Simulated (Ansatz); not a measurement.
Relative stability

Two relaxed structures of NaSiH$_{2}$, doublet (PBE0-D4/def2-TZVP; forces vanish, vibrations not checked).

A:

Na1  (-2.285, 0.815, -0.389)
Si2  (0.295, 0.056, -0.161)
H3  (0.790, -1.345, -0.421)
H4  (1.201, 0.473, 0.971)
(Å)

B:

```
atom    x (Å)    y (Å)    z (Å)
 Na1   1.6221  -0.0033  -0.4753
 Si2  -1.0472   0.2089   0.0374
  H3  -0.2690  -1.1172  -0.3103
  H4   0.1228   0.6106   1.0145
```

Program: Ansatz 0.2.0. Basis: def2-TZVPP. Cores are frozen in the correlated methods; orbitals are unrestricted. The outer core shell of Li, Na, Mg and K is correlated. The def2 sets are not built for correlating such inner shells, so the correlated values are less sure here. B3LYP uses VWN-RPA correlation.

Task: Which structure is lower at CCSD(T), and by how much? (To be estimated.)

Result: The calculation gives: A, by 1.49 kcal/mol (electronic energy, against the other). By their contacts, A is NaSiH₂ ([Na][SiH2]) and B is NaSiH₂ ([H]1[Na]2[H][Si]12).

All methods give the same order:

```tsv
method	E(B) − E(A) (kcal/mol)
PBE-D4	1.28
r2SCAN-D4	1.42
PBE0-D4	2.16
B3LYP-D4	1.65
wB97M-V	1.16
HF	4.47
MP2	2.28
CCSD	1.82
CCSD(T)	1.49
```

No T1 diagnostic of these runs exceeds 0.017. ⟨S²⟩ of the unrestricted Hartree–Fock references: 0.77 to 0.78 (a pure state has 0.75).

Labels in which every atom is bracketed show which atoms are joined, not bond orders.

For scale, one of the runs: CCSD(T)/def2-TZVPP, 102 basis functions, launched by `ansatz run in.yaml --threads 2 --pin off --events-out ev --progress --plain --max-ram 4352MiB`. The run took 12 s on 2 CPU threads of an Arm Neoverse V1 (shared host), with 0.68 GiB of host memory at its peak.
